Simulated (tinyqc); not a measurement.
Worked calculation: extended Hueckel theory, for N2+. The parameters take no account of the charge, which enters only through the electron count. One step of it, computed by the program tinyqc.

Task: Mulliken analysis. P = C n C^T; charge = valence electrons (N 5) minus the sum of (P S)_ii on the atom; overlap population = 2 sum P_ij S_ij between two atoms.

coefficients:
```
              MO1        MO2        MO3       MO4        MO5        MO6        MO7        MO8
1N 2s    0.587549   0.581239   0.000000  0.000000  -0.230955   0.000000   0.000000   0.932975
1N 2px   0.000000   0.000000  -0.075893  0.638039   0.000000  -0.016565   0.795931   0.000000
1N 2py   0.000000   0.000000   0.638039  0.075893   0.000000   0.795931   0.016565   0.000000
1N 2pz   0.054714  -0.400105   0.000000  0.000000   0.636779   0.000000   0.000000   0.994068
2N 2s    0.587549  -0.581239   0.000000  0.000000  -0.230955   0.000000   0.000000  -0.932975
2N 2px   0.000000   0.000000  -0.075893  0.638039   0.000000   0.016565  -0.795931   0.000000
2N 2py   0.000000   0.000000   0.638039  0.075893   0.000000  -0.795931  -0.016565   0.000000
2N 2pz  -0.054714  -0.400105   0.000000  0.000000  -0.636779   0.000000   0.000000   0.994068
```

occupations: 2.000000  2.000000  2.000000  2.000000  1.000000  0.000000  0.000000  0.000000

overlap S, lower triangle:
```
            1N 2s    1N 2px    1N 2py     1N 2pz     2N 2s    2N 2px    2N 2py    2N 2pz
1N 2s    1.000000
1N 2px   0.000000  1.000000
1N 2py   0.000000  0.000000  1.000000
1N 2pz   0.000000  0.000000  0.000000   1.000000
2N 2s    0.365289  0.000000  0.000000   0.384105  1.000000
2N 2px   0.000000  0.211084  0.000000   0.000000  0.000000  1.000000
2N 2py   0.000000  0.000000  0.211084   0.000000  0.000000  0.000000  1.000000
2N 2pz  -0.384105  0.000000  0.000000  -0.332110  0.000000  0.000000  0.000000  1.000000
```

Give: charges; Overlap populations.

Result:

charges: 1N 0.5000, 2N 0.5000

Overlap populations:
```
pair     value
2-1   1.395001
```
